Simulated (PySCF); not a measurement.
Compound: C4H9N.
SMILES: `[H]/N=C\C(C)C`

Computed, not measured: TDDFT PBE0/def2-SVPD, vertical, gas phase, core orbitals frozen in the response (PySCF 2.14.0, density-fitted response routines). Isolated species at its GFN2-xTB geometry (one conformer only). Torsions of this conformer, `[H]/[N:5]=[CH:4]\[CH:2]([CH3:1])[CH3:3]`: C1–C2–C4–N5 119°.

Each state is given a Gaussian of 0.5 eV full width at half maximum, with ε(max) = 2.175×10⁸ f / Δν̃ (Δν̃ the width in cm⁻¹). The width is an assumption, not a result. The curve ends short of the highest state used, and states not computed would add to its high-energy end.

E (eV), ε (L mol⁻¹ cm⁻¹) and a bar:
```
     4.46          0 
     4.55          0 
     4.64          1 
     4.73          3 
     4.82          6 
     4.92         14 
     5.01         22 
     5.10         30 
     5.19         34 
     5.28         33 
     5.37         26 
     5.46         17 
     5.56          9 
     5.65          4 
     5.74          2 
     5.83          0 
     5.92          0 
     6.01          0 
     6.10          0 
     6.20          1 
     6.29          4 
     6.38         14 
     6.47         41 #
     6.56         99 #
     6.65        209 ###
     6.74        385 #####
     6.84        677 #########
     6.93       1035 #############
     7.02       1470 ###################
     7.11       1913 #########################
     7.20       2232 #############################
     7.29       2307 ##############################
     7.38       2147 ############################
     7.48       1898 #########################
     7.57       1845 ########################
     7.66       2075 ###########################
```

Task: Where are the band maxima, and which computed states make them?

Result: 238 nm (5.21 eV), ε about 35, made up of S1 (100%); 171 nm (7.27 eV), ε about 2300, made up of S3 (91%) (ε in L mol⁻¹ cm⁻¹; maxima over ε = 5, shares over 10%). At its high-energy end, 7.66 eV, the curve is still rising (ε about 2100, from S3 and S4). The states used: S1 5.21 eV (f 0.0006); S2 6.94 eV (f 0.0086); S3 7.27 eV (f 0.039); S4 7.81 eV (f 0.035); S5 7.90 eV (f 0.0000); S6 8.26 eV (f 0.204).

Task: Coming from long wavelengths, where does ε first pass 100 L mol⁻¹ cm⁻¹?

Result: At about 189 nm (6.56 eV), 1.35 eV above S1.

Task: On this curve, what absorbance would a 10⁻⁴ mol/L sample give at 248 nm over a 1 cm path?

Result: 248 nm is 4.999 eV, where ε is about 21 L mol⁻¹ cm⁻¹, so A = ε c l ≈ 0.0021 (Beer–Lambert, with the gas-phase spectrum and the assumed width).

Task: What would ε be at 7.27 eV, the highest of these maxima, with half the width (0.25 eV)?

Result: About 4200 L mol⁻¹ cm⁻¹ against 2310, a factor of about 1.8; a lone state at its own centre would give exactly 2.

The run took about 50 s of CPU time (grids of density and orbitals included) (one thread, shared machine).
